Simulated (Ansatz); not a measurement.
Job for Ansatz (a first-principles code): R-PBE0/def2-TZVPPD on CH3Cl (SMILES CCl). Files ending in .json are basis or fitting sets from the Basis Set Exchange.

Ansatz 0.2 input:
```yaml
crystal:
  periodic: [false, false, false]
  atoms:
    - {symbol: C, position_ang: [0.00000000, 0.00000000, -1.12588600]}
    - {symbol: Cl, position_ang: [0.00000000, 0.00000000, 0.65683000]}
    - {symbol: H, position_ang: [0.00000000, 1.02799300, -1.47026400]}
    - {symbol: H, position_ang: [0.89026800, -0.51399700, -1.47026400]}
    - {symbol: H, position_ang: [-0.89026800, -0.51399700, -1.47026400]}
basis:
  gaussian:
    orbitals: def2-TZVPPD.json
hamiltonian:
  xc: {name: PBE0}
scf: {lower_state_search: off}
```

The log:

```
Functional definition: PBE0
[...]
these checks for a lower state are left out or cut short: stability, starts, cluster_reference, orbital_swaps, neighbouring_geometries, increment
integrals: 0.04 GiB planned
685 factors; their error is unknown
mean field: 0.42 GiB planned
mean field evaluation 1: about -13601.1126 eV, gradient 3.6e1 eV
mean field evaluation 2: about -13599.9017 eV, gradient 4.0e1 eV
mean field evaluation 4: about -13603.9559 eV, gradient 8.2e-1 eV
mean field evaluation 8: about -13603.9820 eV, gradient 3.7e-1 eV
mean field evaluation 16: about -13603.9822 eV, gradient 5.1e-6 eV
mean field -13603.98221202 eV, -499.9371251813 hartree, gradient 5.1e-6 eV, S^2 0.000000; 0 other end points of the search recorded, 0 dependent functions left out
reference -13603.98224814 eV, -499.9371265089 hartree; 13, 13 occupied and 126, 126 virtual orbitals, 685 factors
Total energy: -13603.98224814 eV, -499.9371265089 hartree
Checks for a lower state left out: stability, starts, cluster_reference, orbital_swaps, neighbouring_geometries, increment
```

The calculation finished and met its thresholds.

Cost: around 1.7 core-seconds (rough).
